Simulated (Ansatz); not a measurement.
Geometry optimisation, Ansatz, RKS revPBE-D4/def2-TZVP.

Input:

```yaml
crystal:
  periodic: [false, false, false]
  atoms:
    - { symbol: B, position_ang: [0.0, 0.0, 0.0] }
    - { symbol: O, position_ang: [0.9238, 0.0, 1.3186] }
    - { symbol: H, position_ang: [0.0143, -0.2814, 1.6557] }
    - { symbol: H, position_ang: [1.3899, 0.0, 0.0173] }
    - { symbol: Cl, position_ang: [-1.6108, 0.0, -0.93] }
basis:
  gaussian: { orbitals: def2-TZVP }
hamiltonian:
  xc: revpbe
  dispersion: d4
relax:
  f_tol: 0.15
  max_steps: 25
  restrain:
    - { distance: [1, 3], at: 1.01, k: 30.0 }
    - { distance: [0, 1], at: 2.61, k: 30.0 }
    - { distance: [0, 3], at: 2.39, k: 30.0 }
```

Launched with:

```bash
$ ansatz run input.yaml --threads 2 --pin off --max-ram 3072MiB --backend cpu --events-out ev --progress --plain --runs-dir out
```

Task: Where does it end, and by what steps?

Result: The forces met the threshold. The restraints hold the end off the free minimum; the threshold counts their pulls, which the force column leaves out. Restrained pairs: O2–H4 (1.38 → 0.99 Å), B1–O2 (1.61 → 2.61 Å), B1–H4 (1.39 → 2.39 Å). After 11 steps the energy has fallen by 1.549 eV (the restraints' own energy left out); B1 moved furthest, 1.02 Å.

```tsv
step	energy less start (eV)	largest force component (eV/Å)	accepted
0	0.0000	6.347	yes
1	1.4234	6.601	yes
2	2.2974	7.088	yes
3	1.4175	9.369	yes
4	-0.4676	3.514	yes
5	-1.2574	2.475	yes
6	-1.3800	0.568	yes
7	-1.2605	3.213	no
8	-1.4352	0.440	yes
9	-1.4899	0.807	yes
10	-1.5399	0.428	yes
11	-1.5491	0.482	yes
```

```xyz
5
Properties=species:S:1:pos:R:3
B -0.263 -0.224 -0.964
O 0.839 0.261 1.355
H 0.569 -0.598 1.717
H 1.485 0.009 0.648
Cl -1.913 0.271 -0.694
```

Time of the run: 15 s on 2 threads of Intel(R) Xeon(R) Platinum 8259CL CPU @ 2.50GHz (Skylake/Cascade Lake) (shared host), peak memory 0.17 GiB.
